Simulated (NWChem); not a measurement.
All runs are NWChem calculations. System: formamide (CH3NO), charge 0, spin multiplicity 1, at a geometry optimised with PBE/def2-SVP. Level: B3LYP/def2-SVP, VWN1-RPA local correlation.

The NWChem input:

```
start mol
memory heap 200 mb stack 900 mb global 1100 mb
geometry units angstroms nocenter noautoz noautosym
  N     -0.198201    -1.083540     0.000000
  C     -0.313127     0.277453     0.000000
  O      0.618582     1.064250     0.000000
  H      0.732627    -1.505383     0.000000
  H     -1.018394    -1.688816     0.000000
  H     -1.396730     0.600256     0.000000
end
basis spherical
  * library def2-svp
end
dft
  xc b3lyp
  semidirect memsize 60000000 filesize 0
  iterations 100
end
task dft energy
```

Output (cleaned and shortened):

```
             Northwest Computational Chemistry Package (NWChem) 7.3.0
             --------------------------------------------------------

                                NWChem Input Module
                                -------------------

 Scaling coordinates for geometry "geometry" by  1.889725989
 (inverse scale =  0.529177249)

                             Geometry "geometry" -> ""
                             -------------------------

 Output coordinates in angstroms (scale by  1.889725989 to convert to a.u.)

  No.       Tag          Charge          X              Y              Z
 ---- ---------------- ---------- -------------- -------------- --------------
    1 N                    7.0000    -0.19820100    -1.08354000     0.00000000
    2 C                    6.0000    -0.31312700     0.27745300     0.00000000
    3 O                    8.0000     0.61858200     1.06425000     0.00000000
    4 H                    1.0000     0.73262700    -1.50538300     0.00000000
    5 H                    1.0000    -1.01839400    -1.68881600     0.00000000
    6 H                    1.0000    -1.39673000     0.60025600     0.00000000

 Effective nuclear repulsion energy (a.u.)      70.6327980625

            Nuclear Dipole moment (a.u.)
            ----------------------------
        X                 Y               Z
 ---------------- ---------------- ----------------
    -0.0000188973    -0.0000094486     0.0000000000


 Summary of "ao basis" -> "" (spherical)
 ------------------------------------------------------------------------------
       Tag                 Description            Shells   Functions and Types
 ---------------- ------------------------------  ------  ---------------------
 *                          def2-svp                  on all atoms

                                 NWChem DFT Module
                                 -----------------

 Summary of "ao basis" -> "ao basis" (spherical)
 ------------------------------------------------------------------------------
       Tag                 Description            Shells   Functions and Types
 ---------------- ------------------------------  ------  ---------------------
 N                          def2-svp                 6       14   3s2p1d
 C                          def2-svp                 6       14   3s2p1d
 O                          def2-svp                 6       14   3s2p1d
 H                          def2-svp                 3        5   2s1p

 Summary of "ao basis" -> "ao basis" (spherical)
 ------------------------------------------------------------------------------
       Tag                 Description            Shells   Functions and Types
 ---------------- ------------------------------  ------  ---------------------
 N                          def2-svp                 6       14   3s2p1d
 C                          def2-svp                 6       14   3s2p1d
 O                          def2-svp                 6       14   3s2p1d
 H                          def2-svp                 3        5   2s1p

            General Information
            -------------------
          SCF calculation type: DFT
          Wavefunction type:  closed shell.
          No. of atoms     :     6
          No. of electrons :    24
           Alpha electrons :    12
            Beta electrons :    12
          Charge           :     0
          Spin multiplicity:     1
          Use of symmetry is: off; symmetry adaption is: off
          Maximum number of iterations: 100
[...]
               write      read    awrite     aread      wait
               -----      ----    ------     -----      ----
     calls:        1         0         0         0         0
   data(b): 5.24e+05  0.00e+00  0.00e+00  0.00e+00
   time(s): 0.00e+00  0.00e+00  0.00e+00  0.00e+00  0.00e+00
rate(mb/s): 0.00e+00  0.00e+00
------------------------------------------------------------

   convergence    iter        energy       DeltaE   RMS-Dens  Diis-err    time
 ---------------- ----- ----------------- --------- --------- ---------  ------
 d= 0,ls=0.0,diis     1   -169.6587558052 -2.40D+02  3.99D-02  8.75D-01     0.5
 d= 0,ls=0.0,diis     2   -169.2598188359  3.99D-01  2.91D-02  4.95D+00     0.7
 d= 0,ls=0.0,diis     3   -169.7637029153 -5.04D-01  3.37D-03  4.43D-02     0.8
 d= 0,ls=0.0,diis     4   -169.7656272130 -1.92D-03  1.54D-03  2.45D-02     1.0
 d= 0,ls=0.0,diis     5   -169.7682944304 -2.67D-03  2.24D-04  3.40D-04     1.1
  Resetting Diis
 d= 0,ls=0.0,diis     6   -169.7683294508 -3.50D-05  6.24D-05  2.08D-05     1.3
 d= 0,ls=0.0,diis     7   -169.7683318990 -2.45D-06  4.11D-05  9.81D-07     1.4
 d= 0,ls=0.0,diis     8   -169.7683316307  2.68D-07  2.31D-05  3.72D-06     1.5
 d= 0,ls=0.0,diis     9   -169.7683320072 -3.76D-07  2.72D-06  7.52D-08     1.6

         Total DFT energy =     -169.768332007226
      One electron energy =     -370.665033560077
           Coulomb energy =      152.272443957406
    Exchange-Corr. energy =      -22.008540467052
 Nuclear repulsion energy =       70.632798062498

 Numeric. integr. density =       24.000000971967

     Total iterative time =      1.5s

                       DFT Final Molecular Orbital Analysis
                       ------------------------------------

 Vector   10  Occ=2.000000D+00  E=-4.052327D-01
              MO Center=  2.6D-02,  1.6D-01, -2.7D-09, r^2= 1.6D+00
   Bfn.  Coefficient  Atom+Function         Bfn.  Coefficient  Atom+Function
  ----- ------------  ---------------      ----- ------------  ---------------
    20      0.385975  2 C  pz                34      0.351361  3 O  pz
     6     -0.307115  1 N  pz                23      0.206754  2 C  pz
    37      0.207010  3 O  pz                 9      0.203147  1 N  pz

 Vector   11  Occ=2.000000D+00  E=-2.771121D-01
              MO Center=  1.2D-01, -2.2D-01, -3.6D-10, r^2= 2.0D+00
   Bfn.  Coefficient  Atom+Function         Bfn.  Coefficient  Atom+Function
  ----- ------------  ---------------      ----- ------------  ---------------
     6      0.480104  1 N  pz                 9     -0.412483  1 N  pz
    34      0.411736  3 O  pz                37      0.298987  3 O  pz
    20      0.057225  2 C  pz                23      0.050908  2 C  pz
    25      0.039138  2 C  d -1

 Vector   12  Occ=2.000000D+00  E=-2.585386D-01
              MO Center=  2.8D-01,  8.1D-01, -1.0D-10, r^2= 1.4D+00
   Bfn.  Coefficient  Atom+Function         Bfn.  Coefficient  Atom+Function
  ----- ------------  ---------------      ----- ------------  ---------------
    33      0.437702  3 O  py                32     -0.396962  3 O  px
     3      0.337346  1 N  s                 36      0.312007  3 O  py
    35     -0.267296  3 O  px                53     -0.230394  6 H  s
    54     -0.208263  6 H  s                 22      0.164701  2 C  py
     5     -0.158864  1 N  py                 8      0.140041  1 N  py

 Vector   13  Occ=0.000000D+00  E= 2.279039D-02
              MO Center= -1.1D-01,  3.0D-01, -6.0D-11, r^2= 1.7D+00
   Bfn.  Coefficient  Atom+Function         Bfn.  Coefficient  Atom+Function
  ----- ------------  ---------------      ----- ------------  ---------------
    23      0.614273  2 C  pz                20      0.547364  2 C  pz
    37     -0.433520  3 O  pz                34     -0.388192  3 O  pz
     9     -0.350871  1 N  pz                 6      0.267829  1 N  pz
    57      0.032369  6 H  pz

 Vector   14  Occ=0.000000D+00  E= 4.403840D-02
              MO Center= -6.6D-01, -1.7D+00, -1.5D-10, r^2= 3.4D+00
   Bfn.  Coefficient  Atom+Function         Bfn.  Coefficient  Atom+Function
  ----- ------------  ---------------      ----- ------------  ---------------
     3      1.285091  1 N  s                 49     -1.259279  5 H  s
    44     -0.714170  4 H  s                  8     -0.368994  1 N  py
    54     -0.325394  6 H  s                  2      0.214682  1 N  s
    17      0.211729  2 C  s                  5      0.199585  1 N  py
    21     -0.199963  2 C  px                48     -0.132559  5 H  s

 Vector   15  Occ=0.000000D+00  E= 7.425540D-02
              MO Center= -4.5D-01, -5.4D-01, -2.0D-11, r^2= 5.3D+00
   Bfn.  Coefficient  Atom+Function         Bfn.  Coefficient  Atom+Function
  ----- ------------  ---------------      ----- ------------  ---------------
    54      1.419807  6 H  s                 44     -1.157006  4 H  s
    17     -0.965713  2 C  s                 21      0.643593  2 C  px
     3      0.558652  1 N  s                 49      0.448924  5 H  s
     7      0.398396  1 N  px                 4     -0.239742  1 N  px
    18      0.218694  2 C  px                16     -0.164254  2 C  s

 center of mass
 --------------
 x =   0.06990981 y =   0.10765851 z =   0.00000000

 moments of inertia (a.u.)
 ------------------
         145.898714220638         -43.483381907571           0.000000000000
         -43.483381907571          40.487701492886           0.000000000000
           0.000000000000           0.000000000000         186.386415713524

     Multipole analysis of the density
     ---------------------------------

     L   x y z        total         alpha         beta         nuclear
     -   - - -        -----         -----         ----         -------
     0   0 0 0     -0.000000    -12.000000    -12.000000     24.000000

     1   1 0 0     -0.737881     -0.368931     -0.368931     -0.000019
     1   0 1 0     -1.332181     -0.666086     -0.666086     -0.000009
     1   0 0 1     -0.000000     -0.000000     -0.000000      0.000000

     2   2 0 0    -12.066422    -19.333907    -19.333907     26.601392
     2   1 1 0     -1.118819    -11.321259    -11.321259     21.523698
     2   1 0 1     -0.000000     -0.000000     -0.000000      0.000000
     2   0 2 0    -12.287402    -47.603584    -47.603584     82.919766
     2   0 1 1     -0.000000     -0.000000     -0.000000      0.000000
     2   0 0 2    -13.636927     -6.818464     -6.818464      0.000000

 Task  times  cpu:        1.6s     wall:        1.6s

 Total times  cpu:        1.6s     wall:        1.6s
```
